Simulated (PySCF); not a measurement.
**the pair HS3···H: levels of theory compared**

Wanted: a comparison of 6 runs (M06-2X/STO-3G, UPBE0/STO-3G, wB97X-V/STO-3G, UMP2/STO-3G, NEVPT2(2,2)/STO-3G, UCCSD(T)/STO-3G) of the pair HS3···H. Input form: a Python script.

Program for the calculation: PySCF 2.14.0.

## 1. The molecule

H2S3: 5 atoms, total charge 0, spin state singlet. The S3–H5 distance was set to 2.410 Å, away from the relaxed value.

Bond lengths: S1–S2 2.051 Å, S2–S3 2.051 Å, S1–H4 1.338 Å. Angles: S1–S2–S3 108.2°, S2–S1–H4 98.2°.

## 2. The energy at M06-2X/STO-3G (run 1)

calc.py reads:

```python
from pyscf import gto, dft

mol = gto.Mole()
mol.atom = '''
S        1.644070      -0.035585       1.270127
S        1.197950       0.779095      -0.558003
S        0.329570      -0.677115      -1.711573
H        2.875180      -0.477055       0.987127
H       -1.965890      -0.285520      -1.090980
'''
mol.max_memory = 1860
mol.charge = 0
mol.basis = 'sto-3g'
mol.verbose = 4
mol.build()

ks = dft.RKS(mol)
ks.xc = 'm06-2x'
ks.conv_tol = 1e-10
ks.grids.level = 5
ks.kernel()
if not ks.converged:
    ks = ks.newton().run(ks.mo_coeff, ks.mo_occ)

e_final = ks.e_tot
print('E = %.10f Eh' % e_final)
```

On the command line:

```bash
$ OMP_NUM_THREADS=1 python calc.py
```

Output:

```text
PySCF version 2.14.0

[... 76 lines left out ...]
converged SCF energy = -1182.37982104487
E = -1182.3798210449 Eh
```

Run time: 6.9 s. Hardware: 1 thread of Arm Neoverse V1, shared host; peak memory 0.24 GiB.

## 3. The energy at UPBE0/STO-3G (run 2)

run.py reads:

```python
from pyscf import gto, dft

molecule = gto.Mole()
molecule.atom = '''
S        1.644070      -0.035585       1.270127
S        1.197950       0.779095      -0.558003
S        0.329570      -0.677115      -1.711573
H        2.875180      -0.477055       0.987127
H       -1.965890      -0.285520      -1.090980
'''
molecule.charge = 0
molecule.max_memory = 1860
molecule.basis = 'sto-3g'
molecule.verbose = 3
molecule.build()

mf = dft.UKS(molecule, xc='pbe0')
mf.grids.level = 5
mf.conv_tol = 1e-10
mf.kernel()
if not mf.converged:
    mf = mf.newton().run(mf.mo_coeff, mf.mo_occ)
for _ in range(3):
    mo, _, stable, _ = mf.stability(return_status=True)
    if stable:
        break
    mf.kernel(mf.make_rdm1(mo, mf.mo_occ))

energy = mf.e_tot
print('E(%s) = %.9f' % ('PBE0', energy))
```

On the command line:

```bash
$ OMP_NUM_THREADS=1 python run.py
```

Output:

```text
converged SCF energy = -1181.97235357024  <S^2> = 4.3825494e-09  2S+1 = 1
<class 'pyscf.dft.uks.UKS'> wavefunction has an internal instability
converged SCF energy = -1181.99659432271  <S^2> = 0.7811873  2S+1 = 2.0309479
<class 'pyscf.dft.uks.UKS'> wavefunction is stable in the internal stability analysis
E(PBE0) = -1181.996594323
```

Wall time 38 s (1 thread of Arm Neoverse V1, shared host); peak memory 0.41 GiB.

Runs 3 to 5 aren't shown in full; the table further down has their settings and results.

## 4. A single-point energy at UCCSD(T)/STO-3G (run 6)

job.py reads:

```python
from pyscf import gto, scf, cc

mol = gto.Mole()
mol.atom = '''
S        1.644070      -0.035585       1.270127
S        1.197950       0.779095      -0.558003
S        0.329570      -0.677115      -1.711573
H        2.875180      -0.477055       0.987127
H       -1.965890      -0.285520      -1.090980
'''
mol.max_memory = 1860
mol.verbose = 3
mol.charge = 0
mol.basis = 'sto-3g'
mol.build()

calc0 = scf.UHF(mol)
calc0.conv_tol = 1e-10
calc0.kernel()
if not calc0.converged:
    calc0 = calc0.newton().run(calc0.mo_coeff, calc0.mo_occ)
for _ in range(3):
    mo, _, stable, _ = calc0.stability(return_status=True)
    if stable:
        break
    calc0.kernel(calc0.make_rdm1(mo, calc0.mo_occ))

mycc = cc.CCSD(calc0, frozen=15)
mycc.kernel()
e_t = mycc.ccsd_t()
e_final = mycc.e_tot + e_t
print(f'total energy: {e_final:.8f} hartree')
```

On the command line:

```bash
$ OMP_NUM_THREADS=1 python job.py
```

Output:

```text
converged SCF energy = -1180.44909593903  <S^2> = 1.4482588e-08  2S+1 = 1
<class 'pyscf.scf.uhf.UHF'> wavefunction has an internal instability
converged SCF energy = -1180.55796483534  <S^2> = 0.92931879  2S+1 = 2.1719289
<class 'pyscf.scf.uhf.UHF'> wavefunction is stable in the internal stability analysis
E(UCCSD) = -1180.649889295783  E_corr = -0.0919244604386779
UCCSD(T) correction = -0.00246726743465625
total energy: -1180.65235656 hartree
```

It took 1.4 s on 1 thread of Arm Neoverse V1, shared host; peak memory 0.12 GiB.

## 5. The series

| run | level | follow instability | nlc grid | energy (Eh) | dipole moment (D) of the reference | HOMO energy (eV) | LUMO energy (eV) | wall time |
| --- | --- | --- | --- | --- | --- | --- | --- | --- |
| 1 | M06-2X/STO-3G | – | – | -1182.379821 | 1.36 | -4.71 | 0.70 | 6.9 s |
| 2 | UPBE0/STO-3G | yes | – | -1181.996594 | 1.07 | -3.25 | 0.48 | 38 s |
| 3 | wB97X-V/STO-3G | – | 1 | -1182.189183 | 1.41 | -5.88 | 1.75 | 32 s |
| 4 | UMP2/STO-3G | yes | – | -1180.616269 | 0.90 | -6.58 | 5.75 | 1.1 s |
| 5 | NEVPT2(2,2)/STO-3G | – | – | -1180.631087 | 1.27 | -5.92 | 3.00 | 0.93 s |
| 6 | UCCSD(T)/STO-3G | yes | – | -1180.652357 | 0.90 | -6.58 | 5.75 | 1.4 s |

## 6. Outcome

| quantity | value |
| --- | --- |
| run 6: total energy | -1180.65236 Eh |
| run 6: dipole moment (Hartree–Fock density) | 0.90 D |
| run 6: HOMO energy (Hartree–Fock orbitals) | -6.58 eV |
| run 6: LUMO energy (Hartree–Fock orbitals) | 5.75 eV |
| run 6: HOMO–LUMO gap (Hartree–Fock orbitals) | 12.34 eV |
| run 6: correlation energy (15 core orbitals frozen) | -94.4 mEh |
| run 6: (T) correction | -2.47 mEh |
| run 6: ⟨S²⟩ of the reference determinant | 0.929 |
| run 6: T1 diagnostic | 0.043 |

**Reading.** Over runs 1, 2, 3 the dipole moment (its size) runs from 1.07 D (UPBE0/STO-3G) to 1.41 D (wB97X-V/STO-3G). Over runs 1, 2, 3 the HOMO–LUMO gap runs from 3.74 eV (UPBE0/STO-3G) to 7.63 eV (wB97X-V/STO-3G). Totals of different functionals can't be ranked against each other. In runs 1, 2, 3, 4, 5, 6 the basis is minimal, so the values are rough. In runs 1, 3 a closed-shell determinant meets a far-stretched bond, which it describes badly. Spin contamination of the reference: run 4 ⟨S²⟩ = 0.93, run 6 ⟨S²⟩ = 0.93, run 2 ⟨S²⟩ = 0.78. Where it is this large, the reference is a mixture of spin states, and values that rest on it are in doubt. All runs together took 80 s, the longest 38 s.
